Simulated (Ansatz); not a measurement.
# Bulk modulus of some cubic elemental metals

Method: PBE0 in Ansatz (plane waves, PAW). References are measured values corrected to a static lattice. The table is a random draw of 14 from 21 solids with such references.

Values in GPa.

```json
[
 {"solid": "fcc Cu", "reference": "144", "PBE0": "130", "error (%)": "-9.7"},
 {"solid": "bcc Nb", "reference": "173", "PBE0": "197", "error (%)": "+13.9"},
 {"solid": "fcc Ag", "reference": "110 (104–111)", "PBE0": "85.7", "error (%)": "-22"},
 {"solid": "bcc Na", "reference": "7.9", "PBE0": "7.55", "error (%)": "-4.4"},
 {"solid": "bcc Mo", "reference": "265 (265–278)", "PBE0": "292", "error (%)": "+10.2"},
 {"solid": "bcc Ta", "reference": "198", "PBE0": "185", "error (%)": "-6.6"},
 {"solid": "fcc Au", "reference": "182", "PBE0": "148", "error (%)": "-18.7"},
 {"solid": "bcc V", "reference": "161", "PBE0": "211", "error (%)": "+31"},
 {"solid": "bcc Fe", "reference": "174", "PBE0": "170", "error (%)": "-2.3"},
 {"solid": "bcc W", "reference": "312 (300–328)", "PBE0": "336", "error (%)": "+7.7"},
 {"solid": "fcc Pt", "reference": "289", "PBE0": "270", "error (%)": "-6.6"},
 {"solid": "bcc Ba", "reference": "9.34 (9.34–10.6)", "PBE0": "8.45", "error (%)": "-9.5"},
 {"solid": "bcc Cs", "reference": "2.11 (2.11–2.35)", "PBE0": "1.94", "error (%)": "-8.1"},
 {"solid": "fcc Pd", "reference": "195 (187–198)", "PBE0": "176", "error (%)": "-9.7"}
]
```

Over these 14 solids the mean error is -2.5 %, the mean absolute error 11.5 % (median 9.6 %), and the worst case bcc V at +31 %; the value is too low in 10 of 14 cases. Over all 21, from unrounded values, the mean error is -2.3 % and the mean absolute error 10.2 % (median 8.6 %).

All these references are brought to a static lattice.

Spin–orbit coupling is left out, also for the solids with elements from indium on (bcc Ta, fcc Au, bcc W, fcc Pt, bcc Ba, bcc Cs); its size isn't shown.

Exact exchange on metals is sensitive to the k mesh.

Brackets give the range of the sources taken for a reference, where it is wide; it can hold other temperatures.

Differences are worked out from the printed values.

Each level is taken at its own relaxed cell. Ansatz's density-functional and Hartree–Fock values are scalar-relativistic unless marked +SOC, with PAW data made under PBE.

Ansatz's runs of these crystals have no spin polarisation, but for bcc Fe. Meta-GGAs and exact exchange favour moments, which can bear on bcc V, bcc Fe, fcc Pt, fcc Pd.

Density-functional runs with spin start from parallel moments for bcc Fe.

Not in this set, of the elemental metals with a reference value in our tables and a result at some level: 14 for no value at PBE0 (not run, a failed fit, an unstable or unbound cell, or a value held back for tests); 6 for sources at odds; 3 for a reference at room or unstated temperature. These can be a level's best or worst cases. Solids without a released value at any level aren't counted. Layered and molecular crystals are counted apart. The metals Ce to Yb are counted apart.

References as tabulated in Levämäki et al. (2014), arXiv:1402.3671; Mejia-Rodriguez and Trickey (2018), arXiv:1807.09216; doi:10.1021/acs.jctc.3c00612.

Ansatz is a first-principles code.
